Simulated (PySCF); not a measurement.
## How well do the runs reproduce experiment for C3H5Cl?

**Experimental background.**

NIST CCCBDB Release 22 (SRD 101), experimental polarizabilities lists, for the gas: mean polarisability 7.4 Å³.

The runs below try to reproduce these values; the comparison stands at the end.

Compound: C₃H₅Cl.
Numbering: `[CH2:1]=[CH:2][CH2:3][Cl:4]` (hydrogens: H5, H6 on C1; H7 on C2; H8, H9 on C3)

Cartesian coordinates in Å at the GFN2-xTB level; atoms count from 1:
```
atom  x, y, z in Å
C1    -1.3595   -0.1488    0.3605
C2    -0.2544    0.5005    0.0430
C3     0.9872   -0.1655   -0.4323
Cl4    2.2933    0.0602    0.7859
H5    -2.2392    0.3649    0.7064
H6    -1.4309   -1.2210    0.2799
H7    -0.1954    1.5755    0.1412
H8     1.3599    0.2797   -1.3550
H9     0.8525   -1.2395   -0.5548
```

Runs made with PySCF (gas phase, on this GFN2-xTB geometry; no spin–orbit coupling):

| level | job | basis functions | wall time |
| --- | --- | --- | --- |
| wB97X-D/def2-SVPD | 8 singlets by full TDDFT, 3 Tamm–Dancoff triplets, polarisability | 127 | 8.4 s |

Hardware: one thread, x86-64 server, no GPU, shared host.

**Comparison with experiment**

**Mean polarisability.** Measured: 7.4 Å³ (NIST CCCBDB Release 22 (SRD 101), experimental polarizabilities).

```
            level  computed (Å³)  computed − measured (Å³)  % (from the printed values)
wB97X-D/def2-SVPD           7.79                     +0.39                           +5
```

The computed values are static and purely electronic, with core orbitals frozen in the response (1 au = 0.148185 Å³). The table of measured values doesn't say here whether a value is static or optical, or holds a vibrational part. The measurement averages over conformers, the calculation has one.

The geometry is computed, not the measured one. Where a level misses, the cause wasn't examined.
